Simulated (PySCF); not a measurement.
Compound: 4-methylisothiazole, C4H5NS.
SMILES with atom numbers: `[CH3:1][c:2]1[cH:3][n:4][s:5][cH:6]1` (hydrogens: H7, H8, H9 on C1; H10 on C3; H11 on C6)

The same species was optimised twice, with GFN2-xTB and with PBE0-D3(BJ)/def2-SVP (PySCF), and the same property calculations (PySCF, gas phase) were run on both structures.

| coordinate | GFN2-xTB | PBE0-D3(BJ)/def2-SVP | change |
| --- | --- | --- | --- |
| N4–S5 (Å) | 1.631 | 1.656 | +0.025 |
| C2–C3 (Å) | 1.416 | 1.430 | +0.014 |
| C2–C6 (Å) | 1.367 | 1.375 | +0.008 |
| C3–N4 (Å) | 1.304 | 1.311 | +0.007 |
| C1–C2 (Å) | 1.491 | 1.495 | +0.004 |
| S5–C6 (Å) | 1.714 | 1.710 | -0.004 |
| C3–N4–S5 (°) | 111.0 | 109.2 | -1.8 |
| N4–S5–C6 (°) | 93.7 | 94.9 | +1.2 |
| C2–C3–N4 (°) | 116.5 | 117.5 | +1.0 |
| C2–C6–S5 (°) | 110.0 | 109.8 | -0.2 |
| C1–C2–C6 (°) | 126.2 | 126.4 | +0.2 |
| C1–C2–C3 (°) | 125.0 | 124.9 | -0.1 |
| C3–C2–C6 (°) | 108.8 | 108.7 | -0.1 |

Rotational constants: A = 7543, B = 2526, C = 1915 MHz (GFN2-xTB) against A = 7360, B = 2514, C = 1896 MHz (PBE0-D3(BJ)/def2-SVP).

On the GFN2-xTB structure: lowest singlet, TDDFT (eV) 5.67 [CAM-B3LYP/def2-SVPD]; isotropic polarisability (au) 68.5 [CAM-B3LYP/def2-SVPD]; HOMO (eV) -8.53 [CAM-B3LYP/def2-SVPD]; LUMO (eV) 0.23 [CAM-B3LYP/def2-SVPD]; dipole (D) 2.83 [CAM-B3LYP/def2-SVPD]; HOMO (eV) -7.34 [PBE0/pcSseg-1]; LUMO (eV) -0.77 [PBE0/pcSseg-1]; dipole (D) 2.80 [PBE0/pcSseg-1]; GIAO shielding of C1 (ppm) 172.6 [PBE0/pcSseg-1]; GIAO shielding of C2 (ppm) 48.9 [PBE0/pcSseg-1]; GIAO shielding of C3 (ppm) 25.4 [PBE0/pcSseg-1]; GIAO shielding of N4 (ppm) -83.3 [PBE0/pcSseg-1]; GIAO shielding of S5 (ppm) 115.8 [PBE0/pcSseg-1]; GIAO shielding of C6 (ppm) 33.8 [PBE0/pcSseg-1].

Question: What do these properties become on the PBE0-D3(BJ)/def2-SVP structure?

Answer: 
```csv
property,level,on GFN2-xTB,on PBE0-D3(BJ)/def2-SVP,change
"lowest singlet, TDDFT (eV)",CAM-B3LYP/def2-SVPD,5.67,5.56,-0.11
isotropic polarisability (au),CAM-B3LYP/def2-SVPD,68.5,69.6,+1.1
HOMO (eV),CAM-B3LYP/def2-SVPD,-8.53,-8.48,+0.05
LUMO (eV),CAM-B3LYP/def2-SVPD,0.23,0.17,-0.06
dipole (D),CAM-B3LYP/def2-SVPD,2.83,2.92,+0.09
"energy, GFN2-xTB geometry as zero (kcal/mol)",CAM-B3LYP/def2-SVPD,0.0,-0.9,-0.9
HOMO (eV),PBE0/pcSseg-1,-7.34,-7.29,+0.05
LUMO (eV),PBE0/pcSseg-1,-0.77,-0.84,-0.07
dipole (D),PBE0/pcSseg-1,2.80,2.89,+0.09
"energy, GFN2-xTB geometry as zero (kcal/mol)",PBE0/pcSseg-1,0.0,-0.8,-0.8
GIAO shielding of C1 (ppm),PBE0/pcSseg-1,172.6,170.5,-2.1
GIAO shielding of C2 (ppm),PBE0/pcSseg-1,48.9,46.5,-2.4
GIAO shielding of C3 (ppm),PBE0/pcSseg-1,25.4,21.8,-3.6
GIAO shielding of N4 (ppm),PBE0/pcSseg-1,-83.3,-89.4,-6.1
GIAO shielding of S5 (ppm),PBE0/pcSseg-1,115.8,99.7,-16.1
GIAO shielding of C6 (ppm),PBE0/pcSseg-1,33.8,32.9,-0.9
```

The heavy atoms differ by 0.014 Å rms after alignment. Among bonds between heavy atoms N4–S5 changes most (+0.025 Å). Changes are differences of the printed values. Neither structure is proved a minimum here.
